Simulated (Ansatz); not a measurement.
# CH6SSi (built from SMILES C[SiH2]S): a barrier at many levels of theory

How high is the barrier of this step (S2–H4 formed, Si1–S2 broken, C3–H4 broken), and how far do cheaper methods land from CCSD(T)?

Program: Ansatz 0.2.0, Gaussian basis. Level of theory: single points in def2-TZVPP on PBE0-D4/def2-TZVP structures. These are calculated values, not measurements.

Levels: SPW92, PBE-D4, BLYP-D4, r2SCAN-D4, B97M-V, PBE0-D4, B3LYP-D4, r2SCAN0-D4, BHLYP-D4, CAM-B3LYP-D4, wB97X-V, wB97M-V, B2PLYP, PBE-QIDH, RPA on PBE, Hartree-Fock, MP2, CCSD, CCSD(T). The reference is CCSD(T) at the basis limit, from triple and quadruple zeta. Zero-point energies come from PBE0-D4 vibrations.

Correlated methods freeze the cores. B3LYP uses VWN-RPA correlation. B2PLYP carries no dispersion term here.

43 further runs of the same task are left out: 1 that didn't finish, 42 set aside as unsound or not needed.

## Step 1: Start, saddle and end, as given

Charge 0, multiplicity 1. The folders r, ts and p hold the start, the saddle and the end; their coordinates stand in the first inputs.

| pair | r (Å) | ts (Å) | p (Å) |
| --- | --- | --- | --- |
| S2–H4 | 3.500 | 1.484 | 1.342 |
| Si1–S2 | 2.143 | 2.595 | 3.161 |
| C3–H4 | 1.092 | 1.884 | 3.849 |

## Step 2: SPW92/def2-TZVPP

Input file r/in.yaml:

```yaml
crystal:
  periodic: [false, false, false]
  atoms:
    - {symbol: Si, position_ang: [-0.474620, 0.630792, -0.084224]}
    - {symbol: S, position_ang: [0.894728, 1.381864, -1.551323]}
    - {symbol: C, position_ang: [-0.087835, -1.120177, 0.427181]}
    - {symbol: H, position_ang: [-0.096195, -1.785212, -0.438510]}
    - {symbol: H, position_ang: [-1.793879, 0.716242, -0.760815]}
    - {symbol: H, position_ang: [-0.481077, 1.517153, 1.110030]}
    - {symbol: H, position_ang: [1.968466, 1.316208, -0.745848]}
    - {symbol: H, position_ang: [0.897875, -1.179410, 0.894494]}
    - {symbol: H, position_ang: [-0.827361, -1.477559, 1.149117]}
basis:
  gaussian: {orbitals: def2-TZVPP}
hamiltonian: {xc: lda}
```

Input file ts/in.yaml:

```yaml
crystal:
  periodic: [false, false, false]
  atoms:
    - {symbol: Si, position_ang: [-0.701090, 0.541913, 0.336509]}
    - {symbol: S, position_ang: [0.880718, 0.666743, -1.716242]}
    - {symbol: C, position_ang: [-0.268478, -1.092470, 0.699596]}
    - {symbol: H, position_ang: [0.643981, -0.509531, -0.842155]}
    - {symbol: H, position_ang: [-1.922678, 0.880415, -0.427271]}
    - {symbol: H, position_ang: [-0.112632, 1.703933, 1.041467]}
    - {symbol: H, position_ang: [1.902598, 1.052726, -0.935669]}
    - {symbol: H, position_ang: [0.476299, -1.324339, 1.452879]}
    - {symbol: H, position_ang: [-0.898619, -1.919490, 0.390986]}
basis:
  gaussian: {orbitals: def2-TZVPP}
hamiltonian: {xc: lda}
```

Input file p/in.yaml:

```yaml
crystal:
  periodic: [false, false, false]
  atoms:
    - {symbol: Si, position_ang: [-0.819824, 0.414028, 0.528093]}
    - {symbol: S, position_ang: [1.173871, 1.141888, -1.814386]}
    - {symbol: C, position_ang: [-0.509821, -1.130755, 1.167966]}
    - {symbol: H, position_ang: [0.911370, -0.097367, -2.257009]}
    - {symbol: H, position_ang: [-1.846018, 0.646608, -0.510107]}
    - {symbol: H, position_ang: [-0.273248, 1.644779, 1.137784]}
    - {symbol: H, position_ang: [2.127331, 0.696124, -0.982008]}
    - {symbol: H, position_ang: [0.198314, -1.289499, 1.972971]}
    - {symbol: H, position_ang: [-0.961878, -2.025904, 0.756796]}
basis:
  gaussian: {orbitals: def2-TZVPP}
hamiltonian: {xc: lda}
```

The same command starts each run, in its folder.

The run is started by

```sh
$ ansatz run in.yaml --threads 2 --pin off --events-out ev --progress --plain --max-ram 4352MiB
```

The runs that follow: PBE-D4/def2-TZVPP; BLYP-D4/def2-TZVPP; r2SCAN-D4/def2-TZVPP; B97M-V/def2-TZVPP; PBE0-D4/def2-TZVPP; B3LYP-D4/def2-TZVPP; r2SCAN0-D4/def2-TZVPP; BHLYP-D4/def2-TZVPP; CAM-B3LYP-D4/def2-TZVPP; wB97X-V/def2-TZVPP; wB97M-V/def2-TZVPP; B2PLYP/def2-TZVPP; PBE-QIDH/def2-TZVPP; RPA on PBE/def2-TZVPP; CCSD(T)/def2-TZVPP; MP2/def2-QZVPP; Vibrations of the start structure; Vibrations of the end structure.

What does the calculation give? Wanted: barrier, CCSD(T)/CBS; reverse barrier, CCSD(T)/CBS; step energy, CCSD(T)/CBS; barrier with zero-point energy; step energy with zero-point energy; imaginary mode at the saddle; largest T1 diagnostic.

As calculated:

```
                          quantity          value
              barrier, CCSD(T)/CBS   330.7 kJ/mol
      reverse barrier, CCSD(T)/CBS    54.0 kJ/mol
          step energy, CCSD(T)/CBS  +276.7 kJ/mol
    barrier with zero-point energy   311.6 kJ/mol
step energy with zero-point energy  +262.0 kJ/mol
      imaginary mode at the saddle      797i cm⁻¹
             largest T1 diagnostic          0.014
```

What this shows: Among the functionals r2SCAN0-D4 lands nearest to CCSD(T)/CBS (0.0 kJ/mol) and SPW92 farthest (-49.4 kJ/mol). Mean unsigned error by rung: LDA 49.4, GGA 37.7, meta-GGA 11.7, hybrid 10.7, range-separated hybrid 4.7, double hybrid 5.5 kJ/mol. PBE-D4 gives a barrier 38.9 kJ/mol too low, outside chemical accuracy (1 kcal/mol, 4.2 kJ/mol). Every functional without exact exchange puts the barrier too low, the usual mark of self-interaction error, which favours the spread-out density of a saddle. The barrier rises with the share of exact exchange, from BLYP-D4 through B3LYP-D4 to BHLYP-D4 (-36.4, -13.6, +17.3 kJ/mol). Hartree-Fock, with no correlation, is off by +60.4 kJ/mol. Zero-point motion lowers the barrier by 19.2 kJ/mol.
